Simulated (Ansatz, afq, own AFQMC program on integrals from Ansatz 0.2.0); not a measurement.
**C₂HCl₂FSi, singlet: AFQMC among the cluster methods**

```
atom    x (Å)    y (Å)    z (Å)
   C   1.5958  -0.4314   1.1852
   C   0.6382  -0.2088   0.4703
  Si  -0.7826   0.1306  -0.5921
   F  -1.5195  -1.2504  -0.9564
  Cl  -0.1877   0.9988  -2.3331
  Cl  -2.1267   1.3228   0.3624
   H   2.4438  -0.6296   1.8180
```

Basis def2-SVP. Only valence electrons are correlated. Integrals, coupled cluster, full CI and functionals: Ansatz 0.2.0; the random walks run on the same integrals in our own AFQMC program. ph-AFQMC/CISD is guided by a CISD state made of CCSD amplitudes; releasing the constraint for a short imaginary time cuts its bias at the price of noise, slowly where states lie close. ± is one standard error of the sampling.

Determinant: RHF, the one that the program's search chose, which needn't be the lowest solution. The geometry is a PBE0/def2-SVP stationary point of this or a neighbouring charge and spin state.

No full CI on the walks' own integrals is used here. The released AFQMC energy serves as the reference, which it does only where one determinant dominates, the energy is flat over the last release times and near the phaseless one (40 meV or 2 meV an electron, half that with transition metals). On small molecules, where full CI could be run and the noise was under 10 meV, such values lay within 10 meV of it in 19 cases of 20, a flattering rate, since the rule was set on those same cases; what remains of the bias isn't in the error bar.

Cautions: the released value is read at 0.60 1/Eh with a noise of 11 meV, more than in the cases checked (meV from the phaseless value at times in 1/Eh: -21 ± 12 at 0.20, -34 ± 12 at 0.40, -29 ± 11 at 0.60).

- T1 diagnostic: 0.0117
- weight of the determinant in the CISD state: 0.760
- size of the correlated space: 34 electrons in 83 orbitals

| level | correlation energy (eV) |
| --- | --- |
| MP2 | -21.2853 |
| CCSD | -22.2740 |
| CCSD(T) | -22.9239 |

Task: Estimate where AFQMC with the constraint released lies against CCSD(T) on the same integrals.

Result: 2.18 ± 0.26 kcal/mol below CCSD(T).

Reference: AFQMC with the constraint released, correlation energy -23.018 ± 0.011 eV.

| level | E − E(reference) (kcal/mol) | share of correlation (%) |
| --- | --- | --- |
| CCSD(T) | 2.18 ± 0.26 | 99.59 |
| ph-AFQMC/CISD | 0.67 ± 0.34 | 99.87 |

Released energies are given only where the last usable release times agree within the noise; a slower fall can still hide under it.
